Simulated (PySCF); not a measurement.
**From one method to the next for MgC (triplet)**

Starting from one script, swap the method and compare what comes out for MgC (triplet).

Method: method and basis as typed in the scripts; program: PySCF 2.14.0.

3 further runs of the same task are left out: 3 that didn't finish.

## (1) Where the work starts

MgC (triplet): 2 atoms, charge 0, spin multiplicity 3.

Bond lengths: Mg1–C2 2.168 Å.

## (2) The base run

input.py

```python
from pyscf import gto, scf, mp

mol = gto.M(
    atom='Mg 0 0 0; C 0 0 2.168',
    basis='6-31g*',
    charge=0,
    spin=2,
    verbose=4,
)
mf = scf.UHF(mol)
mf.kernel()
mp.MP2(mf, frozen=2).kernel()
mf.dip_moment()
print('orbital energies (hartree):', [e[max(0, n-3):n+3].round(4) for e, n in zip(mf.mo_energy, mol.nelec)])
```

Launch:

```bash
> OMP_NUM_THREADS=1 python input.py
```

## (3) SCF alone

Variant 1 changes step after the SCF: mp2 → none.

input.py, as its differences from that of step 2:

```diff
@@ -1,2 +1,2 @@
-from pyscf import gto, scf, mp
+from pyscf import gto, scf
 
@@ -11,3 +11,2 @@
 mf.kernel()
-mp.MP2(mf, frozen=2).kernel()
 mf.dip_moment()
```

## (4) Olyp (UKS)

Variant 2 changes functional: none (Hartree–Fock) → olyp; SCF type: UHF → UKS; step after the SCF: mp2 → analyze.

input.py

```python
from pyscf import gto, dft

mol = gto.M(
    atom='Mg 0 0 0; C 0 0 2.168',
    basis='6-31g*',
    charge=0,
    spin=2,
    verbose=4,
)
mf = dft.UKS(mol, xc='olyp')
mf.kernel()
mf.analyze()
print('orbital energies (hartree):', [e[max(0, n-3):n+3].round(4) for e, n in zip(mf.mo_energy, mol.nelec)])
```

## (5) Lda,vwn (UKS)

Variant 3 changes functional: none (Hartree–Fock) → lda,vwn; SCF type: UHF → UKS; step after the SCF: mp2 → analyze.

input.py

```python
from pyscf import gto, dft

mol = gto.M(
    atom='Mg 0 0 0; C 0 0 2.168',
    basis='6-31g*',
    charge=0,
    spin=2,
    verbose=4,
)
mf = dft.UKS(mol, xc='lda,vwn')
mf.kernel()
mf.analyze()
print('orbital energies (hartree):', [e[max(0, n-3):n+3].round(4) for e, n in zip(mf.mo_energy, mol.nelec)])
```

Before running it: what results should come out? Wanted: for each run, E(SCF); from base; gap, α spin; SCF dipole; after the SCF.

**Answer**, as computed:

| run | E(SCF) (hartree) | from base (eV) | cycles | gap, α spin (eV) | SCF dipole (D) | after the SCF |
| --- | --- | --- | --- | --- | --- | --- |
| base | -237.269657 | 0 | 15 | 7.55 | 2.16 | MP2 correlation -2.851 eV, core frozen |
| SCF alone | -237.269657 | 0.0000 | 15 | 7.55 | 2.16 | n/a |
| olyp (UKS) | -237.947113 | not comparable | 12 | 1.35 | 2.79 | n/a |
| lda,vwn (UKS) | -236.636207 | not comparable | 12 | 1.15 | 2.93 | n/a |

What this shows: A lower total energy from another functional means nothing by itself.
